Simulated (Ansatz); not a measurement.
Diamond-structure Si was calculated with rVV10 (Ansatz, an electronic-structure program, PAW).

Settings: plane-wave cutoff 520 eV, 12×12×12 k mesh, Fermi–Dirac smearing 0.01 eV, scalar-relativistic PAW data made under PBE.

A third-order Birch–Murnaghan fit to the energies gives V0 = 20.626 Å³/atom, B0 = 87.0 GPa, B′ = 4.4.

```json
[
 {"V (Å³/atom)": "19.388", "P (GPa)": "6.16"},
 {"V (Å³/atom)": "19.801", "P (GPa)": "?"},
 {"V (Å³/atom)": "20.213", "P (GPa)": "1.84"},
 {"V (Å³/atom)": "20.626", "P (GPa)": "0.00"},
 {"V (Å³/atom)": "21.038", "P (GPa)": "?"},
 {"V (Å³/atom)": "21.451", "P (GPa)": "?"},
 {"V (Å³/atom)": "21.863", "P (GPa)": "?"}
]
```

Problem. Estimate the withheld pressures from this fit; the answers are the runs' own values.

Solution. 
- 19.801, P (GPa): 3.88
- 21.038, P (GPa): -1.65
- 21.451, P (GPa): -3.13
- 21.863, P (GPa): -4.46

The formula P = (3/2) B0 (x^(7/3) − x^(5/3)) [1 + (3/4)(B′ − 4)(x^(2/3) − 1)] with x = V0/V meets the computed pressures within 0.02 GPa when these rounded values are put in.

Measured, for comparison: bulk modulus 101 GPa (0 K value with zero-point phonon effects removed; as tabulated in Sun et al. (2011), doi:10.1103/physrevb.84.035117); equilibrium volume per atom 19.91 Å³/atom (static lattice: zero-point anharmonic expansion removed; as tabulated in Mejia-Rodriguez and Trickey (2018), arXiv:1807.09216). Computed (rounded) less measured: bulk modulus -14 %, equilibrium volume per atom +3.6 %.

The computed numbers hold no vibrational or temperature effects.

Cost on a shared machine: about 18 core-seconds (a rough figure).
